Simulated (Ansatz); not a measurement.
# Si2H4O (SMILES O=[SiH][SiH3]): functionals against CCSD(T) at one geometry

One table from this session's results is given with a row withheld; the runs are named, their logs left out.

Computed with Ansatz 0.2.0, Gaussian basis. Level: single points in def2-TZVPP.

Cores are frozen in the correlated methods.

## Starting geometry

SMILES `O=[SiH][SiH3]`, 7 atoms, charge 0, spin multiplicity 1.

Atoms are counted from 1 here; the program's logs count them from 0.

Bond lengths: O1–Si2 1.462 Å, Si2–Si3 2.156 Å, Si3–H5 1.684 Å, Si3–H6 1.475 Å, Si3–H7 1.376 Å. Angles: O1–Si2–Si3 141.0°, Si2–Si3–H5 130.2°, Si2–Si3–H6 119.6°, Si2–Si3–H7 110.4°, H5–Si3–H6 96.4°, H5–Si3–H7 88.7°, H6–Si3–H7 106.0°.

Geometry (Å):

```xyz
7
H4OSi2
O    -1.0837   -2.0207    1.3480
Si   -0.6815   -1.0939    0.2909
Si    0.3102    0.8000    0.0126
H    -1.6195   -1.4148   -1.2247
H     0.6418    1.6559   -1.3998
H    -0.1040    1.9649    0.8162
H     1.6653    0.6646    0.2116
```

Set-up of the first run:

Input file run/in.yaml:

```yaml
crystal:
  periodic: [false, false, false]
  atoms:
    - {symbol: O, position_ang: [-1.083700, -2.020700, 1.348000]}
    - {symbol: Si, position_ang: [-0.681500, -1.093900, 0.290900]}
    - {symbol: Si, position_ang: [0.310200, 0.800000, 0.012600]}
    - {symbol: H, position_ang: [-1.619500, -1.414800, -1.224700]}
    - {symbol: H, position_ang: [0.641800, 1.655900, -1.399800]}
    - {symbol: H, position_ang: [-0.104000, 1.964900, 0.816200]}
    - {symbol: H, position_ang: [1.665300, 0.664600, 0.211600]}
basis:
  gaussian: {orbitals: def2-TZVPP}
correlation: {method: ccsd_t}
output: {forces: true}
```

The command line of these runs was not kept.

Steps of the session up to this table: CCSD(T)/def2-TZVPP; PBE0-D4/def2-TZVPP; wB97M-V/def2-TZVPP; r2SCAN-D4/def2-TZVPP; PBE-D4/def2-TZVPP; revPBE-D4/def2-TZVPP; BLYP-D4/def2-TZVPP.

One of the session's tables, all rows but one given; the rest of the session is left out.

```
   method  RMS force component (eV/Å)  angle to CCSD(T) forces (°)  dipole (D)
  CCSD(T)                       2.399                    reference        3.03
  PBE0-D4                           ?                            ?           ?
  wB97M-V                       2.297                          4.4        3.23
r2SCAN-D4                       2.287                          1.9        3.09
   PBE-D4                       2.323                          6.7        3.00
revPBE-D4                       2.335                          7.8        2.94
  BLYP-D4                       2.326                          5.9        2.95
```

**Question.** Estimate the row for PBE0-D4.

**Answer.** RMS force component (eV/Å): 2.252; angle to CCSD(T) forces (°): 3.8; dipole (D): 3.23. In the column «RMS force component (eV/Å)» it is the lowest.
